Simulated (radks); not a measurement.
**Ionisation of S²⁺: one atom, several choices of functional**

One table from this session's results is given with a row withheld; the runs are named, their logs left out.

Program: radks (a radial shooting solver on a logarithmic mesh, Libxc functionals) version 1. Level of theory: scalar-relativistic Kohn-Sham, spin-polarised, spherical densities, point nucleus; open shells are filled with parallel spins first. These are calculated values, not measurements, unless marked.

4 further runs of the same task are left out: 4 set aside as unsound or not needed.

**What is computed**

| Item | Value |
| --- | --- |
| element | sulfur (Z = 16) |
| charge | +2 |
| electrons | 14 |
| configuration | [Ne] 3s2 3p2 |
| ion | S³⁺, [Ne] 3s2 3p1 |
| choices | LDA (Slater exchange, Perdew-Zunger correlation); XLYP; OLYP; PBEsol; PW91; AM05; PBE; LDA (Slater exchange, Perdew-Wang correlation) |

The outer shells:

S²⁺
```
[Ne] core
3s [↑↓]
3p [↑ ][↑ ][  ]
```

S³⁺
```
[Ne] core
3s [↑↓]
3p [↑ ][  ][  ]
```

The first run:

Input:

```text
Z 16
configuration [Ne] 3s2 3p2
relativity scalar-relativistic
functional lda,pz
spin polarised
nucleus point
c 137.035999084
```

Steps of the session up to this table: LDA (Slater exchange, Perdew-Zunger correlation): S²⁺; LDA (Slater exchange, Perdew-Zunger correlation): S³⁺; XLYP: S²⁺; XLYP: S³⁺; OLYP: S²⁺; OLYP: S³⁺; PBEsol: S²⁺; PBEsol: S³⁺; PW91: S²⁺; PW91: S³⁺; AM05: S²⁺; AM05: S³⁺; PBE: S²⁺; PBE: S³⁺; LDA (Slater exchange, Perdew-Wang correlation): S²⁺; LDA (Slater exchange, Perdew-Wang correlation): S³⁺.

One table of the session follows, with a row left open; its other results are not shown here.

| functional | Δ-SCF (eV) | −ε(HOMO) (eV) |
| --- | --- | --- |
| LDA (Slater exchange, Perdew-Zunger correlation) | 34.888 | 28.927 |
| XLYP | 34.757 | 28.770 |
| OLYP | 34.943 | 28.989 |
| PBEsol | 34.880 | 28.944 |
| PW91 | 35.005 | 29.065 |
| AM05 | 34.846 | 28.906 |
| PBE | ? | ? |
| LDA (Slater exchange, Perdew-Wang correlation) | 34.927 | 28.969 |

Q: Estimate the row for PBE from the others.

As computed: Δ-SCF (eV): 34.937; −ε(HOMO) (eV): 29.006. In the column «Δ-SCF (eV)» it lies between LDA (Slater exchange, Perdew-Wang correlation) (34.927) and OLYP (34.943).

Open shells are spherical and high-spin; term and fine-structure splittings are not resolved.
